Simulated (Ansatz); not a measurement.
# One shape, several levels: H3S+ (SMILES [SH3+])

Aim: a comparison of 6 runs (CAM-B3LYP/3-21G, PBE0/3-21G, revPBE/6-31G, MP2/6-31G, CCSDTQ/6-31G, CCSD/6-31G) of H3S+. 

The results are computed with Ansatz 0.2.0.

9 further runs of the same task are left out: 7 that didn't finish, 2 set aside as unsound or not needed.

### 1 The molecule

The species is H3S+ (4 atoms), meant as a singlet with charge +1. SMILES: `[SH3+]`. The H2–S1 distance was set to 2.033 Å, away from the relaxed value. At this shape a bond of the SMILES string is far longer than usual.

Bond lengths: S1–H3 1.355 Å, S1–H4 1.355 Å. Angles: H3–S1–H4 93.7°.

### 2 The energy at CAM-B3LYP/3-21G (run 1)

input.yaml

```yaml
crystal:
  periodic: [false, false, false]
  atoms:
    - {symbol: S, position_ang: [0.028417, -0.291827, -1.036107]}
    - {symbol: H, position_ang: [0.848020, 0.280920, 0.734350]}
    - {symbol: H, position_ang: [-0.767353, -1.228847, -0.465127]}
    - {symbol: H, position_ang: [-0.928703, 0.667003, -1.003597]}
basis:
  gaussian:
    orbitals: 3-21G.json
hamiltonian:
  xc: {name: CAM-B3LYP}
total_charge: 1
accuracy: high
magnetization:
  spin_polarized: false
```

The basis set 3-21G is read from a file made from the Basis Set Exchange's data (not shown).

Launch:

```sh
$ ansatz run input.yaml --threads 1 --pin off --max-ram 2610MiB --events-out events.jsonl --progress --plain --runs-dir runs
```

What it wrote:

```text
Warning: RAYON_NUM_THREADS=1 ignored (pool sized by the plan → 1); use --threads N
Functional definition: CAM-B3LYP
  name "CAM-B3LYP"
  parameter alpha = 0.19
  parameter beta = 0.46
  parameter omega = 0.33/bohr
  parameter ac = 0.81
  exchange = (1 - alpha - beta)*b88_x + beta*b88_x_sr(omega) + alpha*exact_x + beta*exact_x_lr(omega)
  correlation = (1 - ac)*vwn5_c + ac*lyp_c
357 factors; integrals over basis functions are off by at most 2.8e-9 eV
148 factors; integrals over basis functions are off by at most 2.0e-9 eV
mean field evaluation 1: about -10815.8599 eV, gradient 2.7e1 eV
mean field evaluation 2: about -10815.8496 eV, gradient 3.0e1 eV
mean field evaluation 4: about -10818.8471 eV, gradient 4.3e-1 eV
mean field evaluation 8: about -10818.8300 eV, gradient 3.3e-3 eV
mean field evaluation 16: about -10818.8300 eV, gradient 7.1e-8 eV
mean field -10818.82995948 eV, -397.5846677446 hartree, gradient 7.1e-8 eV, S^2 0.000000; 0 other end points of the search recorded, 0 dependent functions left out
reference -10818.82997219 eV, -397.5846682117 hartree; 9, 9 occupied and 10, 10 virtual orbitals, 357 factors
Total energy: -10818.82997219 eV, -397.5846682117 hartree
```

Wall time 0.62 s (1 thread of Arm Neoverse V2, shared host).

### 3 The energy at PBE0/3-21G (run 2)

job.yaml

```yaml
basis:
  gaussian:
    orbitals: 3-21G.json
crystal:
  periodic: [false, false, false]
  atoms:
    - symbol: S
      position_ang: [0.028417, -0.291827, -1.036107]
    - symbol: H
      position_ang: [0.848020, 0.280920, 0.734350]
    - symbol: H
      position_ang: [-0.767353, -1.228847, -0.465127]
    - symbol: H
      position_ang: [-0.928703, 0.667003, -1.003597]
total_charge: 1
hamiltonian:
  xc: pbe0
accuracy: high
```

The basis set 3-21G is read from a file made from the Basis Set Exchange's data (not shown).

Launch:

```sh
$ ansatz run job.yaml --threads 1 --pin off --max-ram 2610MiB --events-out events.jsonl --progress --plain --runs-dir runs
```

What it wrote:

```text
Warning: RAYON_NUM_THREADS=1 ignored (pool sized by the plan → 1); use --threads N
Functional definition: PBE0
  name "PBE0"
  parameter a = 0.25
  parameter kappa = 0.804
  parameter beta = 0.06672455060314922
  exchange = (1 - a)*pbe_x(kappa = kappa, mu = beta*pi^2/3) + a*exact_x
  correlation = pbe_c(beta = beta)
357 factors; integrals over basis functions are off by at most 2.8e-9 eV
mean field evaluation 1: about -10811.3475 eV, gradient 3.0e1 eV
mean field evaluation 2: about -10806.5176 eV, gradient 4.5e1 eV
mean field evaluation 4: about -10814.9418 eV, gradient 1.4e0 eV
mean field evaluation 8: about -10814.9342 eV, gradient 3.7e-3 eV
mean field evaluation 16: about -10814.9342 eV, gradient 4.2e-8 eV
mean field -10814.93420906 eV, -397.4415015572 hartree, gradient 4.2e-8 eV, S^2 0.000000; 0 other end points of the search recorded, 0 dependent functions left out
reference -10814.93421042 eV, -397.4415016072 hartree; 9, 9 occupied and 10, 10 virtual orbitals, 357 factors
Total energy: -10814.93421042 eV, -397.4415016072 hartree
```

Run time: 0.52 s. Hardware: 1 thread of Arm Neoverse V2, shared host.

Run 3 isn't shown in full; the table further down has it.

### 4 A single-point energy at MP2/6-31G (run 4)

job.yaml

```yaml
crystal:
  periodic: [false, false, false]
  atoms:
    - {symbol: S, position_ang: [0.028417, -0.291827, -1.036107]}
    - {symbol: H, position_ang: [0.848020, 0.280920, 0.734350]}
    - {symbol: H, position_ang: [-0.767353, -1.228847, -0.465127]}
    - {symbol: H, position_ang: [-0.928703, 0.667003, -1.003597]}
basis:
  gaussian:
    orbitals: 6-31G
correlation:
  method: mp2
  frozen_orbitals: {H: 0, S: 5}
total_charge: 1
accuracy: high
```

Launch:

```sh
$ ansatz run job.yaml --threads 1 --pin off --max-ram 2610MiB --events-out events.jsonl --progress --plain --runs-dir runs
```

What it wrote:

```text
Warning: RAYON_NUM_THREADS=1 ignored (pool sized by the plan → 1); use --threads N
Functional definition: HF
  name "HF"
  exchange = exact_x
  correlation = 0
407 factors; integrals over basis functions are off by at most 3.1e-9 eV
mean field evaluation 1: about -10850.2269 eV, gradient 1.8e1 eV
mean field evaluation 2: about -10850.2263 eV, gradient 1.8e1 eV
mean field evaluation 4: about -10851.8433 eV, gradient 1.1e0 eV
mean field evaluation 8: about -10851.8514 eV, gradient 1.9e-5 eV
mean field -10851.85135544 eV, -398.7981816634 hartree, gradient 1.5e-8 eV, S^2 0.000000; 0 other end points of the search recorded, 0 dependent functions left out; unrestricted orbitals would lower it
mean field evaluation 16: about -10852.0315 eV, gradient 4.7e-1 eV
5 core orbitals not correlated: weight in the atoms' cores, before any rotation towards them, 1.000 or more for the frozen orbitals, at most 0.000 for the correlated occupied ones
reference -10851.85135544 eV, -398.7981816634 hartree; 4, 4 occupied and 10, 10 virtual orbitals, 407 factors
second order -2.12339097 eV of doubles, -0.00000000 eV of singles
Total energy: -10853.97474641 eV, -398.8762148421 hartree
```

Wall time 0.14 s (1 thread of Arm Neoverse V2, shared host).

Run 5 isn't shown in full; the table further down has it.

### 5 The energy at CCSD/6-31G (run 6)

input.yaml

```yaml
crystal:
  periodic: [false, false, false]
  atoms:
    - symbol: S
      position_ang: [0.028417, -0.291827, -1.036107]
    - symbol: H
      position_ang: [0.848020, 0.280920, 0.734350]
    - symbol: H
      position_ang: [-0.767353, -1.228847, -0.465127]
    - symbol: H
      position_ang: [-0.928703, 0.667003, -1.003597]
basis:
  gaussian: {orbitals: 6-31G}
total_charge: 1
magnetization: {spin_polarized: false, initial_magnetization: 0}
correlation: {method: ccsd, frozen_orbitals: {H: 0, S: 5}}
accuracy: high
scf: {omitted_lower_state_checks: [cluster_reference, increment]}
```

Launch:

```sh
$ ansatz run input.yaml --threads 1 --pin off --max-ram 2610MiB --events-out events.jsonl --progress --plain --runs-dir runs
```

What it wrote (excerpt; [...] marks lines left out):

```text
Warning: RAYON_NUM_THREADS=1 ignored (pool sized by the plan → 1); use --threads N
[... 2 set-up lines as earlier in the session ...]
[...]
407 factors; integrals over basis functions are off by at most 3.1e-9 eV
[...]
mean field -10851.85135544 eV, -398.7981816634 hartree, gradient 1.5e-8 eV, S^2 0.000000; 0 other end points of the search recorded, 0 dependent functions left out; unrestricted orbitals would lower it
5 core orbitals not correlated: weight in the atoms' cores, before any rotation towards them, 1.000 or more for the frozen orbitals, at most 0.000 for the correlated occupied ones
reference -10851.85135544 eV, -398.7981816634 hartree; 4, 4 occupied and 10, 10 virtual orbitals, 407 factors
second order -2.12339097 eV of doubles, -0.00000000 eV of singles
cycle   1  -2.53811997 eV  change   -4.1e-1 eV  update   7.9e-2
[...]
cycle  24  -2.88701484 eV  change   6.9e-10 eV  update  1.5e-10
Total energy: -10854.73837028 eV, -398.9042775020 hartree
Checks for a lower state left out: cluster_reference, increment
```

It took 0.18 s on 1 thread of Arm Neoverse V2, shared host.

### 6 Overview of the runs

| run | level | frozen core orbitals | energy (Eh) | wall time |
| --- | --- | --- | --- | --- |
| 1 | CAM-B3LYP/3-21G | – | -397.584668 | 0.62 s |
| 2 | PBE0/3-21G | – | -397.441502 | 0.52 s |
| 3 | revPBE/6-31G | – | -399.468675 | 0.64 s |
| 4 | MP2/6-31G | 5 | -398.876215 | 0.14 s |
| 5 | CCSDTQ/6-31G | 5 | -398.905701 | 2.4 s |
| 6 | CCSD/6-31G | 5 | -398.904278 | 0.18 s |

### 7 Summary of results

| quantity | value |
| --- | --- |
| run 6: total energy | -398.90428 Eh |
| run 6: correlation energy (5 core orbitals frozen) | -106.1 mEh |
| run 6: T1 diagnostic | 0.023 |

In words: Totals of different functionals can't be ranked against each other. In runs 4, 5, 6 the log says that unrestricted orbitals would lower the reference, so the values rest on an unstable closed-shell determinant (other closed-shell runs at this shape may share the fault). All runs together took 4.5 s, the longest 2.4 s.
